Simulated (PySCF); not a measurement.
Compound: C₃H₃P₃.
Atom-mapped SMILES: `[cH:1]1[p:2][cH:3][p:4][cH:5][p:6]1` (hydrogens: H7 on C1; H8 on C3; H9 on C5)

A linear-response calculation (PySCF, def2-SVPD basis, gas phase, vertical, core orbitals frozen in the response) gave these numbers; the functional is withheld.

Orbital energies (eV): HOMO-3 -8.82, HOMO-2 -8.82, HOMO-1 -8.75, HOMO -8.75, LUMO -1.49, LUMO+1 -1.49, LUMO+2 1.45.

```csv
state,E (eV),f,"main configurations (H = HOMO, L = LUMO)"
S1,3.85,0.028,H-1/H→L/L+1 (99%)
S2,3.92,0.0000,H-3/H-2→L/L+1 (≥87%)
S3,3.94,0.0000,H-1/H→L/L+1 (99%)
S4,3.98,0.0000,H-1/H→L/L+1 (≥75%)
S5,3.98,0.0000,H-1/H→L/L+1 (≥75%)
S6,4.53,0.0000,H-3/H-2→L/L+1 (≥87%)
```

Triplets, Tamm–Dancoff:

```csv
state,E (eV),λ (nm),"main configurations (H = HOMO, L = LUMO)"
T1,2.76,449.9,H-3/H-2→L/L+1 (≥83%)
T2,3.15,394.0,H-1/H→L/L+1 (≥96%)
T3,3.34,371.4,H-1/H→L/L+1 (≥80%)
T4,3.34,371.3,H-1/H→L/L+1 (≥80%)
```

Vertical ionisation energy by ΔSCF with the same functional: 9.51 eV. Mean static polarisability: 106.8 au.

Orbitals of the list HOMO-3 to LUMO+2 that lie within 0.01 eV of each other are written together with a slash and their weights summed (≥ marks a lower bound); for degenerate orbitals outside that list single weights are arbitrary.

Question: Which of these was used?
A. PBE
B. CAM-B3LYP
C. HF
D. PBE0

Answer: B. CAM-B3LYP is range-separated, 19% exact exchange at short range and 65% at long range (ω = 0.33 bohr⁻¹). In this run −ε(HOMO) = 8.75 eV differs from the ΔSCF value by -0.76 eV, and S1 differs from the orbital gap of 7.27 eV by -3.42 eV. The ratio −ε(HOMO)/IP is 0.92. Usual ranges for neutral molecules in this basis: 0.85 to 0.93 with CAM-B3LYP, 0.5 to 0.7 with PBE, 0.7 to 0.83 with PBE0; Hartree–Fock can't fall below 1, since the ion's relaxation only lowers the ΔSCF value. The other options: PBE, a GGA without exact exchange; HF, time-dependent Hartree–Fock, 100% exact exchange; PBE0, a global hybrid with 25% exact exchange.

Method: PySCF, TDDFT CAM-B3LYP/def2-SVPD, vertical, gas phase, core orbitals frozen in the response. Geometry: PBE0-D3(BJ)/def2-SVP; no solvent, vibrations or thermal averaging.
